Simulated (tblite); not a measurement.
C₃H₄ClF (charge +1 and doublet state).
Structure used (GFN2-xTB), in Å, numbered top down from 1:
```
atom  x, y, z in Å
C1    -1.1019    0.3089   -0.2481
C2     0.0851   -0.5017   -0.1008
C3     1.2928   -0.0180    0.3672
F4     1.3954    1.2451    0.7037
Cl5    2.6875   -0.9202    0.5554
H6    -0.9711    1.3483    0.0442
H7    -1.4765    0.2411   -1.2819
H8    -1.9410   -0.1461    0.3019
H9     0.0432   -1.5514   -0.3668
```

Calculated harmonic vibrations of the isolated species, GFN2-xTB (tblite), most abundant isotopes, no scaling. Errors from tens to a few hundred cm⁻¹ against measured bands are possible. One conformer, not necessarily the lowest. Open shells enter through the occupations alone, without spin polarisation, and single modes of such species can be off by tens of per cent.

Harmonic wavenumbers (cm⁻¹): 146.7, 166.5, 214.4, 357.8, 454.4, 485.8, 738.3, 757.9, 881.3, 995.2, 1057.5, 1182.5, 1247.4, 1265.2, 1277.9, 1398.5, 1485.3, 2839.3, 2905.0, 3047.1, 3062.3.

A = 8946, B = 2470, C = 1958 MHz; mass 93.999 u (most abundant isotopes); point group Cs, symmetry number 1; spin multiplicity 2.

**Question.** Zero-point energy?

**Answer.** ½Σν̃ = 12983 cm⁻¹ = 37.12 kcal/mol.

**Question.** What is S at 350 K and 1 bar for an ideal gas of classical rigid rotors and harmonic oscillators?

**Answer.** Translation 40.36, rotation 26.89, vibration 13.13, spin (R ln 2) 1.38: S = 81.8 cal/(mol K).

**Question.** And Cp and H(350 K) − H(0)?

**Answer.** Cp = 23.63 cal/(mol K), of which vibrations give 15.68 (their classical limit is 21 R = 41.7); H(350 K) − H(0) = 5.44 kcal/mol without the zero-point energy, 2.66 from vibrations.

**Question.** What must be added to the electronic energy to get the Gibbs energy at 350 K and 1 bar?

**Answer.** ZPE + [H(350 K) − H(0)] − T·S = 37.12 + 5.44 − 28.61 = 13.95 kcal/mol.

**Question.** Which modes carry the vibrational entropy at 350 K?

**Answer.** 146.7 cm⁻¹: 3.02; 166.5 cm⁻¹: 2.78; 214.4 cm⁻¹: 2.30; 357.8 cm⁻¹: 1.39; 454.4 cm⁻¹: 1.01; 485.8 cm⁻¹: 0.91 cal/(mol K); the other 15 give 1.71 together.

Hindered rotation and anharmonicity are outside this model. Other conformers, if any are populated, would add a mixing term that is left out.
